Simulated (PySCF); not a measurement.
## Boron: a sound run and one with changed settings

Sound run: B [He] 2s2 2p1, B+ [He] 2s2. Calculation: PySCF 2.14, in aug-cc-pVDZ-DK (4s3p2d, 23 functions); scalar relativity by spin-free X2C-1e. The sound run starts from symmetry-adapted Hartree-Fock orbitals and uses a fine grid where one is needed.

A second run was set up differently.

```csv
species,method,sound run (hartree),changed run (hartree),converged
B,UHF,-24.53730,-24.53713,no
B,PBE0,-24.62340,-24.62334,no
B,LDA,-24.35678,-24.35616,no
B+,UHF,-24.24184,-24.24184,no
B+,PBE0,-24.30515,-24.30515,no
B+,LDA,-24.03895,-24.03895,no
```

Question: What was changed?
A. a valence shell is frozen
B. too few SCF iterations
C. minimal basis
D. angular grid far too coarse

Answer: B. It used initial guess 1e, at most 3 SCF cycles. The SCF was stopped early; the energies are upper bounds that still move, and correlated levels were skipped or rest on poor orbitals.
